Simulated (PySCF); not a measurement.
**Sulfur: a sound run and one with changed settings**

Sound run: S [Ne] 3s2 3p4, S⁺ [Ne] 3s2 3p3. Computed with PySCF 2.14 in cc-pVTZ-DK (5s4p2d1f, 34 functions), with scalar relativity by spin-free X2C-1e. In the sound run the correlated levels freeze [Ne]. The sound run starts from symmetry-adapted Hartree-Fock orbitals and uses a fine grid where one is needed.

Changed run: a valence shell is frozen. This setting is unsound on purpose.

| species | method | sound run (hartree) | changed run (hartree) | converged |
| --- | --- | --- | --- | --- |
| S | MP2 | -398.70676 | -398.64319 | yes |
| S | CCSD(T) | -398.73422 | -398.65415 | yes |
| S⁺ | MP2 | -398.34127 | -398.27207 | yes |
| S⁺ | CCSD(T) | -398.36373 | -398.27872 | yes |

Ionisation energy of S:

```tsv
method	sound run (eV)	changed run (eV)
UHF	9.216	9.216
MP2	9.946	10.099
SCS-MP2	10.023	10.294
CCSD	10.050	10.184
CCSD(T)	10.082	10.216
```

Freezing a valence shell removes pair correlation that changes on ionisation.

For comparison, NIST gives 10.360 eV between the lowest levels.
